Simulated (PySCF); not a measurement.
# CF: doublet, from a linear start

The task is one start of a wider search on CF: the doublet, built as linear. It is relaxed, tested by its Hessian and followed downhill if it is a saddle.

Computed with PySCF 2.14.0. Level: PBE0, basis C def2-TZVPD, F def2-TZVPD, no relativity, density fitting.

### 1 Where the work starts

2 atoms, charge 0, spin multiplicity 2.

Bond lengths: C1–F2 1.460 Å.

```xyz
2
charge 0 multiplicity 2
C     0.0000    0.0000    0.0000
F     0.0000    0.0000    1.4600
```

### 2 The SCF at the typed geometry

One driver script runs all steps and calls PySCF; scf.py shows how it sets up the SCF of each step. The optimiser is the driver's own. After this first run the driver tries any further starts and a stability analysis.

File scf.py:

```python
from pyscf import gto, scf, dft
mol = gto.M(atom='''
C      0.000000     0.000000     0.000000
F      0.000000     0.000000     1.460000''',
    basis={'C': 'def2-TZVPD', 'F': 'def2-TZVPD'},
    charge=0, spin=1)
mf = dft.UKS(mol, xc='PBE0')
mf.grids.atom_grid = (50, 194)
aux = {'C': 'def2-universal-JKFIT', 'F': 'def2-universal-JKFIT'}
mf = mf.density_fit(auxbasis=aux)
mf.conv_tol = 1e-08
mf.diis_space = 10
mf.max_cycle = 60
mf.init_guess = 'minao'
mf.verbose = 4
mf.kernel()
```

Run with:

```console
$ OMP_NUM_THREADS=1 python axn.py task.json out
```

The runs that follow: Linear start, doublet: relaxation; Is it a minimum? Harmonic modes.

**Question.** What will these runs give? Wanted: minimum; geometry; wavenumbers; dipole moment; highest occupied, lowest empty level; polar-tensor charge of C1; zero-point energy; atomisation energy; ⟨S²⟩.

**Answer**, as computed:

| quantity | value |
| --- | --- |
| minimum | doublet, C∞v |
| geometry | C–F 1.269 Å |
| wavenumbers (cm⁻¹) | 1335 |
| dipole moment | 0.80 D |
| highest occupied, lowest empty level (either spin) | -6.26, -2.77 eV |
| polar-tensor charge of C1 | +0.32 e |
| zero-point energy | 8.0 kJ/mol |
| entropy at 298.15 K | 207.3 J/(mol K) |
| atomisation energy (no zero-point energy) | 562 kJ/mol |
| ⟨S²⟩ | 0.755 |

In words: The molecule stays C∞v, as typed, and the end point is a minimum. The strongest infrared band lies at 1335 cm⁻¹. Most of the spin sits on C1 (Mulliken spin 0.95, against 1 for the whole molecule). Other starts or spin states, not run here, may lie lower. The SCF density has lower symmetry than the nuclear frame.
